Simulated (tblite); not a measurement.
Compound: C₅H₅F.
Bonds: C1–C2 (double), C2–F3, C2–C4, C4–C5 (double), C5–C6, C4–C6. Hydrogens: H7, H8 on C1; H9 on C5; H10, H11 on C6.

Computed with GFN2-xTB (tblite), gas phase: Langevin dynamics at 300 K from the optimised GFN2-xTB geometry, time step 0.5 fs, friction 0.01 fs⁻¹, 2000 steps. Over the second half of the run the saved frames average 279 K.

The optimised geometry, where the run starts:
```
atom  x, y, z in Å
C1      1.730   -0.810    0.576
C2      1.089   -0.160   -0.392
F3      1.751    0.162   -1.532
C4     -0.268    0.253   -0.365
C5     -1.310    0.831   -0.907
C6     -1.521    0.261    0.462
H7      1.220   -1.070    1.483
H8      2.764   -1.084    0.471
H9     -1.769    1.348   -1.712
H10    -2.089   -0.655    0.578
H11    -1.593    0.928    1.313
```

t = 50 fs, T = 203 K, E(pot) 0.316 eV above the start
```
atom  x, y, z in Å  |  force x, y, z in eV/Å
C1      1.598   -1.026    0.557    1.222  -1.488   0.094
C2      1.034   -0.180   -0.282   -0.305   0.114  -1.359
F3      1.644    0.181   -1.448    0.525  -0.072   0.130
C4     -0.310    0.274   -0.311   -1.137   0.327   1.124
C5     -1.342    0.790   -0.938    0.275  -1.064   2.470
C6     -1.591    0.296    0.528    0.996   1.039  -0.940
H7      1.029   -1.356    1.407    0.101   0.082   0.114
H8      2.566   -1.589    0.357   -1.316   1.256   0.293
H9     -1.783    1.216   -1.776   -0.379   0.324  -0.659
H10    -2.074   -0.641    0.760   -0.188  -0.042  -0.339
H11    -1.700    1.028    1.365    0.205  -0.476  -0.927
```

t = 325 fs, T = 273 K, E(pot) 0.335 eV above the start
```
atom  x, y, z in Å  |  force x, y, z in eV/Å
C1      1.080   -2.175   -0.092   -0.459   0.577   0.122
C2      0.712   -1.003   -0.639   -0.751  -0.523   1.111
F3      1.186   -0.604   -1.807    0.684   0.188  -1.135
C4     -0.293   -0.097   -0.131    1.478  -0.067  -0.221
C5     -0.843    1.095   -0.068   -0.119  -1.059  -0.054
C6     -1.427   -0.026    0.795   -1.893   0.551  -1.837
H7      0.677   -2.409    0.891    0.157  -0.088  -0.441
H8      1.744   -2.885   -0.571   -0.111   0.404   0.152
H9     -1.071    2.046   -0.467    0.211   0.191   0.020
H10    -2.388   -0.424    0.321    0.988   0.202   1.461
H11    -1.317    0.095    1.837   -0.184  -0.375   0.823
```

t = 500 fs, T = 286 K, E(pot) 0.341 eV above the start
```
atom  x, y, z in Å  |  force x, y, z in eV/Å
C1      1.406   -2.595   -0.456    0.547   0.949  -1.106
C2      1.055   -1.306   -0.656   -1.363  -2.053   1.097
F3      1.472   -0.646   -1.698    0.834   1.055  -1.466
C4     -0.055   -0.700    0.027    0.969  -0.114  -0.666
C5     -0.866    0.313    0.151   -0.986   1.106  -0.679
C6     -1.033   -0.801    1.141    1.445   0.965   1.082
H7      1.028   -3.058    0.401   -0.356  -0.700   0.792
H8      2.068   -3.160   -1.127   -0.297   0.605   0.566
H9     -1.259    1.277   -0.210    0.427  -1.139   0.468
H10    -1.811   -1.510    1.233   -0.736  -0.417  -0.427
H11    -0.546   -0.569    2.092   -0.485  -0.258   0.341
```

t = 550 fs, T = 242 K, E(pot) 0.304 eV above the start
```
atom  x, y, z in Å  |  force x, y, z in eV/Å
C1      1.544   -2.652   -0.312    0.333  -0.032   0.181
C2      1.053   -1.460   -0.647   -0.640   0.198  -0.262
F3      1.548   -0.850   -1.780   -0.436  -0.372   0.487
C4     -0.034   -0.779   -0.003    1.508  -0.473   0.246
C5     -0.775    0.258    0.267   -0.011  -0.160   1.051
C6     -0.799   -0.890    1.273   -1.654  -0.398  -0.320
H7      1.454   -3.209    0.609   -0.682   0.436  -0.180
H8      2.239   -3.099   -0.980    0.611  -0.101  -0.381
H9     -1.091    1.258    0.133   -0.115   0.022  -0.239
H10    -1.705   -1.535    1.290    0.475   0.359  -0.291
H11    -0.418   -0.883    2.288    0.610   0.520  -0.291
```

t = 625 fs, T = 197 K, E(pot) 0.379 eV above the start
```
atom  x, y, z in Å  |  force x, y, z in eV/Å
C1      1.694   -2.570   -0.170   -0.361   0.770  -0.273
C2      1.156   -1.401   -0.604    2.244  -2.012  -1.373
F3      1.505   -1.031   -1.909   -0.362   0.164   1.228
C4      0.272   -0.621    0.120    0.938  -0.182  -0.942
C5     -0.635    0.302    0.191   -1.180   0.777   0.058
C6     -0.613   -0.784    1.252   -2.332  -0.430   1.274
H7      1.371   -2.980    0.758   -0.077   0.099   0.503
H8      2.425   -3.183   -0.678   -0.292   0.391  -0.349
H9     -1.159    1.131   -0.260    0.348  -0.421   0.442
H10    -1.384   -1.604    1.180    0.552   0.772   0.037
H11    -0.442   -0.562    2.314    0.522   0.071  -0.607
```

t = 675 fs, T = 365 K, E(pot) 0.291 eV above the start
```
atom  x, y, z in Å  |  force x, y, z in eV/Å
C1      1.811   -2.392   -0.010    1.036  -2.160   2.092
C2      1.119   -1.471   -0.604   -1.730   1.114   0.429
F3      1.404   -1.163   -1.868    0.325   0.493  -0.848
C4      0.067   -0.692   -0.040   -0.860   0.679   0.403
C5     -0.679    0.390   -0.137   -0.124  -0.127  -1.136
C6     -0.801   -0.284    1.172    1.517  -0.105  -0.490
H7      1.609   -2.878    0.971    0.003   0.992  -0.906
H8      2.684   -2.758   -0.489    0.420  -0.490  -0.440
H9     -1.114    1.074   -0.847    0.215  -0.012   0.568
H10    -1.669   -0.845    1.405   -0.577  -0.493   0.213
H11    -0.259    0.120    2.019   -0.224   0.109   0.117
```

t = 725 fs, T = 167 K, E(pot) 0.305 eV above the start
```
atom  x, y, z in Å  |  force x, y, z in eV/Å
C1      1.767   -2.309    0.168   -0.426   1.097  -0.187
C2      1.053   -1.399   -0.553   -0.073  -1.244   2.269
F3      1.248   -1.279   -1.861    0.360   0.146  -0.713
C4     -0.021   -0.591   -0.054    0.319   0.458  -1.430
C5     -0.878    0.334   -0.458   -0.100  -0.590   1.849
C6     -0.745    0.036    1.060   -1.011  -0.110   0.134
H7      1.587   -2.510    1.249    0.224   0.374  -1.335
H8      2.624   -2.733   -0.342   -0.282  -0.316   0.334
H9     -1.566    0.855   -1.082    0.411  -0.110  -0.112
H10    -1.541   -0.574    1.552    0.584   0.534  -0.351
H11    -0.293    0.754    1.754   -0.006  -0.239  -0.460
```

t = 750 fs, T = 305 K, E(pot) 0.173 eV above the start
```
atom  x, y, z in Å  |  force x, y, z in eV/Å
C1      1.630   -2.251    0.166   -0.412   0.603  -0.600
C2      1.004   -1.373   -0.649   -0.552  -0.055   2.509
F3      1.207   -1.370   -1.964   -0.023   0.001  -0.404
C4      0.001   -0.447   -0.139    0.684  -0.533  -0.413
C5     -0.993    0.346   -0.428   -0.048   0.205   0.084
C6     -0.715    0.189    1.034   -0.162  -0.034  -0.165
H7      1.502   -2.241    1.251   -0.003   0.000  -0.783
H8      2.255   -2.986   -0.304    0.251  -0.097   0.244
H9     -1.589    0.827   -1.154   -0.231   0.136  -0.142
H10    -1.412   -0.326    1.683   -0.051  -0.546  -0.249
H11    -0.292    1.004    1.592    0.545   0.321  -0.082
```

t = 975 fs
```
atom  x, y, z in Å
C1      0.640   -2.300    0.062
C2      0.311   -1.446   -0.907
F3      0.317   -2.013   -2.158
C4     -0.055   -0.078   -0.719
C5     -0.127    1.054   -1.320
C6     -0.184    1.139    0.181
H7      0.807   -2.021    1.098
H8      0.981   -3.276   -0.255
H9     -0.187    1.614   -2.297
H10    -1.146    1.227    0.698
H11     0.717    1.509    0.688
```

Task: Estimate the potential energy and the forces of this last frame.

Result: 0.322 eV above the start.

```json
{"atom": "C1", "Fx (eV/Å)": "0.715", "Fy (eV/Å)": "-0.028", "Fz (eV/Å)": "0.218"}
{"atom": "C2", "Fx (eV/Å)": "-0.156", "Fy (eV/Å)": "-0.654", "Fz (eV/Å)": "0.743"}
{"atom": "F3", "Fx (eV/Å)": "-0.265", "Fy (eV/Å)": "0.957", "Fz (eV/Å)": "0.173"}
{"atom": "C4", "Fx (eV/Å)": "0.763", "Fy (eV/Å)": "-1.544", "Fz (eV/Å)": "-0.129"}
{"atom": "C5", "Fx (eV/Å)": "-0.676", "Fy (eV/Å)": "2.537", "Fz (eV/Å)": "-2.163"}
{"atom": "C6", "Fx (eV/Å)": "0.117", "Fy (eV/Å)": "-0.603", "Fz (eV/Å)": "-0.316"}
{"atom": "H7", "Fx (eV/Å)": "-0.350", "Fy (eV/Å)": "-0.024", "Fz (eV/Å)": "-0.401"}
{"atom": "H8", "Fx (eV/Å)": "-0.163", "Fy (eV/Å)": "-0.031", "Fz (eV/Å)": "0.269"}
{"atom": "H9", "Fx (eV/Å)": "0.081", "Fy (eV/Å)": "-0.760", "Fz (eV/Å)": "1.711"}
{"atom": "H10", "Fx (eV/Å)": "0.522", "Fy (eV/Å)": "0.299", "Fz (eV/Å)": "-0.130"}
{"atom": "H11", "Fx (eV/Å)": "-0.588", "Fy (eV/Å)": "-0.148", "Fz (eV/Å)": "0.025"}
```

The bond farthest from its length at the start is C5–H9 (1.128 against 1.061 Å), and half the difference of its two atoms' forces along it is -2.52 eV/Å (positive lengthens). The largest atomic force is 3.40 eV/Å.

What follows is the cost of the whole dynamics run. Time: 5.5 s wall; peak memory 0.18 GiB. Hardware: one thread of an Arm Neoverse V2, shared host with 32 logical CPUs at a one-minute load of 15.
